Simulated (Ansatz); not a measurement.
# AlH3F (doublet): wave-function methods side by side at distance Al1–H4 along a hydrogen transfer = 1.860 Å, cc-pVDZ

Aim: climb from Hartree-Fock through coupled cluster and multireference methods for AlH3F (doublet) at one geometry and basis, and see what each rung misses.

Program: Ansatz 0.2.0, Gaussian basis. Level of theory: cc-pVDZ, core rule «outside noble gas», up to 6 orbitals frozen. These are calculated values, not measurements.

To be run: UHF; CCSD(T) on ROHF; CCSD(T) on UHF; BCCD(T) on ROHF; CISD; CCSDT(Q) on ROHF; CCSDT(Q) on UHF; CASSCF and MRCISD+Q, 3 electrons in 3 orbitals; CASSCF and NEVPT2, 3 electrons in 3 orbitals.

19 further runs of the same task are left out: 9 for a known fault of the program, 8 that didn't finish, 2 set aside as unsound or not needed.

## 1. The geometry

The geometry derives from fragments relaxed apart (PBE0/def2-TZVP) and kept rigid, so it is no stationary point. A hydrogen atom is moved between rigid fragments.

5 atoms, charge 0, spin multiplicity 2.

Atoms are counted from 1 here; the program's logs count them from 0.

Bond lengths: Al1–H2 1.586 Å, Al1–H3 1.586 Å, Al1–H4 1.860 Å, H4–F5 0.946 Å. Angles: H2–Al1–H3 120.0°, H2–Al1–H4 120.0°, H3–Al1–H4 120.0°, Al1–H4–F5 180.0°.

Coordinates:

```xyz
5
AlFH3
Al   -1.0935    0.0000    0.0000
H    -1.8864    1.3734    0.0000
H    -1.8864   -1.3734    0.0000
H     0.7665    0.0000    0.0000
F     1.7125    0.0000    0.0000
```

## 2. UHF

The input, in.yaml:

```yaml
crystal:
  periodic: [false, false, false]
  atoms:
    - {symbol: Al, position_ang: [-1.093505, 0.000000, 0.000000]}
    - {symbol: H, position_ang: [-1.886428, 1.373384, 0.000000]}
    - {symbol: H, position_ang: [-1.886428, -1.373384, 0.000000]}
    - {symbol: H, position_ang: [0.766495, 0.000000, 0.000000]}
    - {symbol: F, position_ang: [1.712495, 0.000000, 0.000000]}
basis:
  gaussian: {orbitals: cc-pVDZ}
magnetization: {spin_polarized: true, initial_magnetization: 1}
hamiltonian: {xc: hf}
output: {orbitals: {seedname: orbitals}}
```

Command:

```
$ ansatz run in.yaml --threads 1 --pin off --events-out ev --progress --plain --max-ram 2393MiB
```

The runs that follow: CCSD(T) on ROHF; CCSD(T) on UHF; BCCD(T) on ROHF; CISD; CCSDT(Q) on ROHF; CCSDT(Q) on UHF; CASSCF and MRCISD+Q, 3 electrons in 3 orbitals; CASSCF and NEVPT2, 3 electrons in 3 orbitals.

Before running them: what should the planned runs give, taken together? Wanted: UCCSDT(Q) below the RHF energy; RMP2 from UCCSDT(Q); UMP2 from UCCSDT(Q); RCCSD from UCCSDT(Q); RCCSD(T) from UCCSDT(Q); UCCSD(T) from UCCSDT(Q); RCCSDT(Q) from UCCSDT(Q); T1 diagnostic.

As calculated:

| quantity | value |
| --- | --- |
| UCCSDT(Q) below the RHF energy | -8.0739 eV |
| RMP2 from UCCSDT(Q) | +780.8 meV |
| UMP2 from UCCSDT(Q) | +786.8 meV |
| RCCSD from UCCSDT(Q) | +137.1 meV |
| RCCSD(T) from UCCSDT(Q) | +30.2 meV |
| UCCSD(T) from UCCSDT(Q) | +29.9 meV |
| RCCSDT(Q) from UCCSDT(Q) | +0.8 meV |
| levels within 1 kcal/mol (43 meV) | RCCSD(T), UCCSD(T), BCCD(T), RCCSDT, UCCSDT, RCCSDT(Q) |
| T1 diagnostic | 0.016 |

In words: RCCSD(T) lands +30.2 meV from the yardstick (0.4 % of the correlation energy). These misses are within one basis, not against nature; the frozen cores of restricted and unrestricted runs differ, which can shift their rows.
